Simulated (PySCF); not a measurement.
PySCF input:

```python
from pyscf import gto, scf, dft

mol = gto.M(
    atom='''
    C    -0.08701136   -1.63727742    0.02176407
    C     0.65262971   -0.51621581    0.00122514
    C     0.01484235    0.73074242   -0.00951478
    H    -1.18730815   -1.67235484    0.03133492
    H     0.38144000   -2.62489794    0.03057446
    N    -0.38241372    1.83339395   -0.02039371
    ''',
    basis='def2-tzvpd',
    charge=-1,
    spin=0,
    verbose=4,
)

mf = dft.RKS(mol, xc='tpssh').density_fit(auxbasis='def2-universal-jkfit')
mf.grids.level = 3
mf.conv_tol = 1e-9
mf.max_cycle = 100
mf.max_memory = 1500
mf.kernel()
if not mf.converged:
    mf = mf.newton()
    mf.kernel(mf.make_rdm1())
mf.analyze()
```

Question: What final total energy does it print?

Answer: -170.29728 Eh (TPSSh/def2-TZVPD).

It need not be the lowest isomer of its formula. Whether it binds its extra electron was not tested at this geometry.
